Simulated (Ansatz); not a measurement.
## SiNH5 (SMILES [SiH3]N): the energy to break a bond

The species is SiNH5 (7 atoms), meant as a singlet with charge 0. SMILES: `[SiH3]N`. Geometry: optimised at PBE0/def2-SVP.

```xyz
7

Si   -0.4135   -0.2935   -0.4221
N     0.6151    0.3445    0.8179
H    -0.0216   -1.7153   -0.6606
H    -1.8240   -0.2194    0.0648
H    -0.3718    0.4027   -1.7540
H     0.3964    1.2483    1.2230
H     1.6194    0.2327    0.7310
```

Wanted: the dissociation energy of the H3–Si1 bond into doublet H and doublet SiNH4 (shapes relaxed at PBE0/def2-SVP, no zero-point term). 1 Eh = 2625.50 kJ/mol = 27.2114 eV. Totals in Eh; open shells run unrestricted unless said.

```tsv
level	program	SiNH5	doublet H	doublet SiNH4
PBE/def2-TZVPP	Ansatz	-347.071528	-0.499616	-346.431107
wB97M-V/def2-TZVPP	Ansatz	-347.243853	-0.494111	-346.597040
B2PLYP/def2-TZVPP, 6 core orbitals frozen	Ansatz	-347.133006	-0.498613	-346.485394
```

Problem. Work out the dissociation energy at each level.

Solution. 
1. PBE/def2-TZVPP: (-0.499616) + (-346.431107) − (-347.071528) = 0.140805 Eh = 369.7 kJ/mol = 3.83 eV.
2. wB97M-V/def2-TZVPP: (-0.494111) + (-346.597040) − (-347.243853) = 0.152702 Eh = 400.9 kJ/mol = 4.16 eV.
3. B2PLYP/def2-TZVPP: (-0.498613) + (-346.485394) − (-347.133006) = 0.148999 Eh = 391.2 kJ/mol = 4.05 eV.

The levels span 370 to 401 kJ/mol; no measured value is set beside them. A bond enthalpy at 298 K also holds the loss of zero-point energy and thermal terms.
